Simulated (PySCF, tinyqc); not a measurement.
Worked calculation: RHF in the sto-3g basis, for BH, spin multiplicity 1. The lowest restricted solution is unstable here: a spin-polarised one lies 0.0638 hartree lower (PySCF). One step of it, computed by the program tinyqc.

Question. Iteration 4: DIIS coefficients. Solve [B -1; -1 0][c; lambda] = [0; -1] for the coefficients, which sum to one.

B (overlaps of the stored error matrices), lower triangle:
```
               1              2              3
1  2.2811764e-01
2  1.5778117e-01  1.1879544e-01
3  9.0765234e-02  7.3006087e-02  4.8141004e-02
```

Give: DIIS coefficients.

Answer.

DIIS coefficients: 0.7604  -2.7201  2.9597
